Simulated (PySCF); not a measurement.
# Molecular orbitals of LiS

PW91 at R = 2.178 Å; basis Li aug-cc-pVDZ, S aug-cc-pV(D+d)Z; no relativity; PySCF 2.14. State: ²Π (doublet), unpaired electrons π ↑. Only the outer orbitals are listed, counted within each symmetry.

```csv
spin,orbital,occ.,ε (eV),on Li (%),main shells (%)
α,4σ,1,-51.94,99,99 Li s
α,5σ,1,-15.20,8,91 S s
α,2π,1,-5.98,4,96 S p
α,6σ,1,-5.51,19,"79 S p, 13 Li s"
α,2π,1,-4.84,6,94 S p
α,7σ,0,-2.23,87,"56 Li s, 31 Li p, 8 S s"
α,3π,0,-0.56,105,104 Li p
α,3π,0,-0.43,105,103 Li p
β,4σ,1,-51.94,99,99 Li s
β,5σ,1,-14.25,10,90 S s
β,6σ,1,-5.17,21,"78 S p, 15 Li s"
β,2π,1,-4.50,7,93 S p
β,2π,0,-4.24,8,92 S p
β,7σ,0,-2.22,87,"53 Li s, 34 Li p, 8 S s"
β,3π,0,-0.43,104,102 Li p
```

Problem. Which are the highest filled and the lowest empty level, where do they sit, and how wide is the gap?

Solution. Highest filled β 2π at -4.50 eV (in %: 93 S p); lowest empty β 2π at -4.24 eV (in %: 92 S p); the gap at PW91 is 0.26 eV. Both belong to one degenerate shell, split only by its one-sided filling, so this is no excitation gap.

| Property | Result |
| --- | --- |
| bond order (Mayer) | 1.19 |
| ⟨S²⟩ | 0.753 |
| charge on Li (Mulliken, basis-dependent) | 0.26 |
| charge on Li (Löwdin, basis-dependent) | 0.33 |
| dipole moment (positive dipole means Li(−)S(+)) | -6.82 D |

Shares are Mulliken populations and can fall outside 0 to 100 %.

The state is the lowest determinant that a PBE0 search found; another state may lie lower at other levels.
